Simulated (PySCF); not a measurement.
Ionisation energy of C by level of theory

C [He] 2s2 2p2 (3P) → C+ [He] 2s2 2p1 (2P), as a difference of total energies. Calculation: PySCF 2.14, in ANO-RCC-VTZP (4s3p2d1f, 30 functions); the spin-free X2C one-electron Hamiltonian (Gaussian nucleus). Correlated levels: valence: 1s2 frozen; valence and next inner shell: nothing frozen. The calculations carry no spin-orbit coupling.

| method | ionisation energy (eV) | error (eV) |
| --- | --- | --- |
| UHF | 10.799 | -0.463 |
| LDA | 11.699 | +0.437 |
| PBE | 11.541 | +0.279 |
| PBE0 | 11.517 | +0.255 |
| r2SCAN | 11.676 | +0.414 |
| wB97M-V | 11.296 | +0.034 |
| BP86 | 11.595 | +0.333 |
| BHandHLYP | 11.353 | +0.091 |
| revPBE | 11.485 | +0.223 |
| MP2 (valence) | 11.252 | -0.010 |
| SCS-MP2 (valence) | 11.121 | -0.141 |
| MP2 (valence and next inner shell) | 11.265 | +0.003 |
| SCS-MP2 (valence and next inner shell) | 11.129 | -0.133 |

Reference: 11.262 eV (measured; NIST levels, between the centres of gravity of the two terms).

Errors of the correlated levels include the incompleteness of this basis and the frozen core.
